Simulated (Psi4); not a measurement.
# CH5FSi (SMILES [H][Si]([H])(C)F): SVWN5/aug-cc-pVDZ

What is the vertical singlet–triplet gap of CH5FSi at SVWN5/aug-cc-pVDZ? 

Program for the calculation: Psi4 1.11.

4 further runs of the same task are left out: 3 that didn't finish, 1 set aside as unsound or not needed.

## Step 1: Starting point

CH5FSi has 8 atoms, charge 0, and is taken as a singlet. As SMILES, `[H][Si]([H])(C)F`. Geometry: relaxed at GFN2-xTB.

Bond lengths: Si1–C4 1.890 Å, Si1–F8 1.613 Å, Si1–H2 1.456 Å, Si1–H3 1.456 Å, C4–H5 1.085 Å, C4–H6 1.087 Å, C4–H7 1.088 Å. Some angles: C4–Si1–F8 107.5°, Si1–C4–H5 111.5°, Si1–C4–H6 111.2°, Si1–C4–H7 111.2°, H2–Si1–C4 112.8°, H2–Si1–F8 104.4°, H3–Si1–C4 112.9°, H3–Si1–F8 104.4°, H5–C4–H6 107.7°, H5–C4–H7 107.6°.

## Step 2: Energy and forces at SVWN5/aug-cc-pVDZ

job.in reads:

```
memory 1.6 GB

molecule {
  0 1
  Si     0.469780    -0.679870     0.338040
  H      0.408100    -0.786060     1.788700
  H      1.813870    -0.807760    -0.205760
  C     -0.451290     0.830660    -0.326560
  H     -0.021280     1.755050     0.045670
  H     -1.498220     0.812740    -0.033830
  H     -0.416480     0.866460    -1.413090
  F     -0.304480    -1.991210    -0.193180
  symmetry c1
}

set {
  basis aug-cc-pVDZ
  puream true
  e_convergence 1e-09
  d_convergence 1e-08
  scf_type pk
  dft_radial_points 99
  dft_spherical_points 590
}

e_tot, wfn = gradient("scf", dft_functional={"name": "SVWN5", "x_functionals": {"LDA_X": {}}, "c_functionals": {"LDA_C_VWN": {}}}, return_wfn=True)
print_variables()
```

Launch:

```sh
psi4 -i job.in -o job.out -n 1
```

job.out:

```text
[...]
  Running in c1 symmetry.
[...]
  Nuclear repulsion =  115.443279717707085
[...]
  Multiplicity = 1
[...]
  Nalpha       = 17
  Nbeta        = 17
[...]
    Number of basis functions: 118
[...]
   @RKS iter   1:  -427.85223165171448   -5.32906e-02   8.08388e-03 ADIIS/DIIS
[...]
   @RKS iter  11:  -428.31154841002831   -3.68914e-11   8.33614e-09 DIIS
[...]
    Orbital Energies [Eh]
    ---------------------
    Doubly Occupied:
       1A    -65.165565     2A    -24.090161     3A     -9.776311
       4A     -5.058309     5A     -3.503015     6A     -3.498086
       7A     -3.497907     8A     -1.068942     9A     -0.643909
      10A     -0.495608    11A     -0.401979    12A     -0.395510
      13A     -0.380055    14A     -0.363594    15A     -0.361802
      16A     -0.294994    17A     -0.289920
[...]
  @RKS Final Energy:  -428.31154841002831
   => Energetics <=
    Nuclear Repulsion Energy =            115.4432797177070853
    One-Electron Energy =                -824.1258946761870448
    Two-Electron Energy =                 316.8135275761543426
    DFT Exchange-Correlation Energy =     -36.4424610277027625
    Empirical Dispersion Energy =           0.0000000000000000
    VV10 Nonlocal Energy =                  0.0000000000000000
    Total Energy =                       -428.3115484100283084
[...]
 Multipole Moments:
 ------------------------------------------------------------------------------------
     Multipole            Electronic (a.u.)      Nuclear  (a.u.)        Total (a.u.)
 ------------------------------------------------------------------------------------
 L = 1.  Multiply by 2.5417464519 to convert [e a0] to [Debye]
 Dipole X            :         -0.2938109            0.4343309            0.1405200
 Dipole Y            :         -5.5137326            6.2377991            0.7240664
 Dipole Z            :         -0.1488277            0.2392457            0.0904180
 Magnitude           :                                                    0.7430972
[...]
  -Total Gradient:
     Atom            X                  Y                   Z
    ------   -----------------  -----------------  -----------------
       1        0.013148760990    -0.027851872119     0.009252437889
       2       -0.001958382104    -0.001438290267    -0.018759618446
       3       -0.018462463277    -0.001223814972     0.004446575283
       4       -0.010952091693     0.017330708975    -0.006987585991
       5       -0.007184807338    -0.012974382896    -0.006135528994
       6        0.012936560568     0.001963923852    -0.005406525190
       7       -0.001879661494     0.001221452911     0.013596340451
       8        0.014388547848     0.023009746154     0.010019126366
[...]
```

Wall time 43 s (1 thread of Intel Xeon Platinum 8488C (Sapphire Rapids), shared host); peak memory 0.77 GiB.

## Step 3: The triplet, same level

calc.in reads:

```
memory 1600 MB

molecule {
  0 3
  Si     0.469780    -0.679870     0.338040
  H      0.408100    -0.786060     1.788700
  H      1.813870    -0.807760    -0.205760
  C     -0.451290     0.830660    -0.326560
  H     -0.021280     1.755050     0.045670
  H     -1.498220     0.812740    -0.033830
  H     -0.416480     0.866460    -1.413090
  F     -0.304480    -1.991210    -0.193180
  symmetry c1
  no_reorient
  no_com
}

set {
  basis                   aug-cc-pVDZ
  reference               uks
  puream                  true
  e_convergence           1e-09
  d_convergence           1e-06
  scf_type                pk
  dft_radial_points       99
  dft_spherical_points    590
  maxiter                 100
  soscf                   true
  soscf_start_convergence 0.001
}

result, w = gradient("scf", dft_functional={"name": "SVWN5", "x_functionals": {"LDA_X": {}}, "c_functionals": {"LDA_C_VWN": {}}}, return_wfn=True)
```

Launch:

```sh
psi4 calc.in calc.out -n 1
```

calc.out:

```text
[...]
  Running in c1 symmetry.
[...]
  Nuclear repulsion =  115.443279717707085
[...]
  Multiplicity = 3
[...]
  Nalpha       = 18
  Nbeta        = 16
[...]
    Number of basis functions: 118
[...]
   @UKS iter   1:  -427.54465972999577    2.54281e-01   8.18060e-03 DIIS/ADIIS
[...]
   @UKS iter  28:  -428.05391972960331   -9.59233e-10   1.62481e-07 SOKS, nmicro=conv
[...]
   @S^2 Observed:                2.003081956E+00
[...]
    Orbital Energies [Eh]
    ---------------------
    Alpha Occupied:
       1A    -65.203617     2A    -24.142518     3A     -9.813659
       4A     -5.094921     5A     -3.539717     6A     -3.536112
       7A     -3.534164     8A     -1.115092     9A     -0.676844
      10A     -0.546214    11A     -0.456523    12A     -0.437313
      13A     -0.421627    14A     -0.399936    15A     -0.391038
      16A     -0.361890    17A     -0.328832    18A     -0.067256
    Alpha Virtual:
      19A     -0.042315    20A     -0.021794    21A     -0.006322
      22A     -0.001868    23A      0.010401    24A      0.011618
      25A      0.032190    26A      0.035227    27A      0.043190
[...]
  @UKS Final Energy:  -428.05391972960331
   => Energetics <=
    Nuclear Repulsion Energy =            115.4432797177070853
    One-Electron Energy =                -822.7227876553844226
    Two-Electron Energy =                 315.5472497404424530
    DFT Exchange-Correlation Energy =     -36.3216615323684806
    Empirical Dispersion Energy =           0.0000000000000000
    VV10 Nonlocal Energy =                  0.0000000000000000
    Total Energy =                       -428.0539197296033080
[...]
 Multipole Moments:
 ------------------------------------------------------------------------------------
     Multipole            Electronic (a.u.)      Nuclear  (a.u.)        Total (a.u.)
 ------------------------------------------------------------------------------------
 L = 1.  Multiply by 2.5417464519 to convert [e a0] to [Debye]
 Dipole X            :         -3.8376003            2.6736790           -1.1639213
 Dipole Y            :         40.5928286          -38.9560994            1.6367292
 Dipole Z            :         -2.0047269            2.2984172            0.2936903
 Magnitude           :                                                    2.0297412
[...]
  -Total Gradient:
     Atom            X                  Y                   Z
    ------   -----------------  -----------------  -----------------
       1       -0.015493607898    -0.021539630454    -0.002141472208
       2        0.011481971273    -0.000836600795    -0.027610093349
       3       -0.046792331694     0.008403715721     0.020936699126
       4        0.032907996019    -0.041168957425    -0.001625074652
       5       -0.015250687928    -0.004869465294    -0.015001362533
       6        0.014393313364     0.010039451184    -0.004359200956
       7       -0.008550594389     0.020506884533     0.018909034562
       8        0.027340358961     0.029503069825     0.010917443612
[...]
```

It took 7.8 min on 1 thread of Intel Xeon Platinum 8488C (Sapphire Rapids), shared host; peak memory 0.78 GiB.

## Step 4: Outcome

At SVWN5/aug-cc-pVDZ:

```
                                        quantity          value
                           singlet: total energy  -428.31155 Eh
                          singlet: dipole moment         1.89 D
                            singlet: HOMO energy       -7.89 eV
                            singlet: LUMO energy       -0.89 eV
                          singlet: HOMO–LUMO gap        7.00 eV
               singlet: largest force on an atom     1.654 eV/Å
                           triplet: total energy  -428.05392 Eh
                          triplet: dipole moment         5.16 D
     triplet: HOMO energy (highest over α and β)       -1.83 eV
                                   triplet: ⟨S²⟩          2.003
               triplet: largest force on an atom     2.711 eV/Å
vertical energy of the triplet above the singlet       7.010 eV
```

In words: At this shape the triplet lies 7.01 eV (162 kcal/mol) above the singlet. The largest force (singlet) is 1.65 eV/Å: the shape isn't a stationary point for this species at this level.
